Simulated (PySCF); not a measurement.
C4H7ClO.
SMILES with atom numbers: `[CH3:1][CH2:2][CH2:3][C:4](=[O:5])[Cl:6]` (hydrogens: H7, H8, H9 on C1; H10, H11 on C2; H12, H13 on C3)

Geometry (PBE0-D3(BJ)/def2-SVP, Å), atoms numbered from 1 in this order:
```
atom  x, y, z in Å
C1     1.8315    0.0428    0.0247
C2     0.4489   -0.4145   -0.4097
C3    -0.6574    0.3115    0.3372
C4    -2.0362   -0.1163   -0.0676
O5    -2.3334   -0.9324   -0.8695
Cl6   -3.3043    0.7836    0.8348
H7     1.9738    1.1208   -0.1533
H8     1.9975   -0.1388    1.0986
H9     2.6188   -0.4911   -0.5275
H10    0.3154   -0.2563   -1.4921
H11    0.3365   -1.4993   -0.2524
H12   -0.6031    1.4048    0.1954
H13   -0.5822    0.1655    1.4289
```

All values: PBE0/def2-SVPD (PySCF, non-relativistic), on one gas-phase PBE0-D3(BJ)/def2-SVP geometry that isn't relaxed in the solvent. The solvent is an IEF-PCM continuum (Bondi radii, 1.10 Å for H, scaled by 1.2), and excitations are vertical TDDFT with non-equilibrium linear response and a frozen core. The model holds no explicit solvent molecules, cavitation or dispersion.

Gas-phase singlets (H = HOMO, L = LUMO):

```
state  E (eV)  λ (nm)      f  leading configuration
   S1   5.265     236  0.000                H→L 98%
   S2   6.413     193  0.000              H-1→L 98%
   S3   6.851     181  0.009              H-2→L 83%
   S4   7.597     163  0.030              H-3→L 86%
   S5   7.909     157  0.002              H-4→L 94%
```

**Question.** What are the lowest 5 singlets in chloroform (ε = 4.711)?

**Answer.** 
```json
{"state": "S1", "E (eV)": "5.347", "λ (nm)": "232", "f": "0.000", "leading configuration": "H→L 98%", "change by rank (eV)": "+0.082"}
{"state": "S2", "E (eV)": "6.472", "λ (nm)": "192", "f": "0.000", "leading configuration": "H-1→L 98%", "change by rank (eV)": "+0.059"}
{"state": "S3", "E (eV)": "6.884", "λ (nm)": "180", "f": "0.016", "leading configuration": "H-2→L 76%", "change by rank (eV)": "+0.033"}
{"state": "S4", "E (eV)": "7.315", "λ (nm)": "170", "f": "0.029", "leading configuration": "H-3→L 72%", "change by rank (eV)": "-0.282"}
{"state": "S5", "E (eV)": "7.636", "λ (nm)": "162", "f": "0.002", "leading configuration": "H-4→L 94%", "change by rank (eV)": "-0.273"}
```

**Question.** What are the lowest 5 singlets in acetone (ε = 20.49)?

**Answer.** 
```csv
state,E (eV),λ (nm),f,leading configuration,change by rank (eV)
S1,5.380,230,0.000,H→L 98%,+0.115
S2,6.490,191,0.000,H-1→L 97%,+0.077
S3,6.889,180,0.016,H-2→L 73%,+0.038
S4,7.254,171,0.025,H-3→L 65%,-0.343
S5,7.562,164,0.001,H-4→L 94%,-0.347
```

**Question.** The ground-state energy changes by -0.178 eV from gas to acetone. By how much does the total energy of gas-phase S1 change?

**Answer.** E(S1) = E(S0) + excitation energy, so it changes by -0.178 + 0.115 = -0.063 eV: it is lowered less than the ground state, which is what a blue shift means. This is the vertical state, with the slow part of the continuum still set for S0.

**Question.** How do the frontier levels move from gas to acetone?

**Answer.** 
| orbital | gas (eV) | solvent (eV) | change (eV) | Löwdin shares, gas | Löwdin shares, solvent |
| --- | --- | --- | --- | --- | --- |
| LUMO+2 | 0.58 | 0.85 | +0.27 | Cl6 44 %, C4 18 %, C3 10 %, O5 6 % | Cl6 18 %, C3 13 %, C1 12 %, C4 11 % |
| LUMO+1 | 0.41 | 0.45 | +0.04 | Cl6 20 %, C4 14 %, C1 13 %, C2 10 % | Cl6 54 %, C4 25 %, O5 8 %, C3 4 % |
| LUMO | -1.10 | -1.09 | +0.01 | C4 41 %, O5 33 %, Cl6 11 %, C3 8 % | C4 42 %, O5 33 %, Cl6 11 %, C3 7 % |
| HOMO | -8.63 | -8.72 | -0.09 | O5 53 %, Cl6 27 %, C3 8 %, C4 8 % | O5 52 %, Cl6 25 %, C3 9 %, C4 9 % |
| HOMO-1 | -9.16 | -9.19 | -0.03 | Cl6 74 %, C3 7 %, C4 7 %, C2 4 % | Cl6 67 %, C3 9 %, C2 7 %, C1 5 % |
| HOMO-2 | -9.33 | -9.28 | +0.05 | Cl6 73 %, O5 8 %, C4 8 % | Cl6 28 %, C2 20 %, C1 11 %, H10 8 % |
| HOMO-3 | -9.86 | -9.61 | +0.25 | C2 25 %, C1 16 %, H10 10 %, H11 10 % | Cl6 51 %, O5 10 %, C4 8 %, C2 8 % |

The HOMO–LUMO gap goes from 7.53 to 7.63 eV. Rows go by rank; for HOMO-3, HOMO-2, HOMO-1, LUMO+1 and LUMO+2 the atom shares or the degeneracy differ between the runs, so the row needn't follow one orbital.
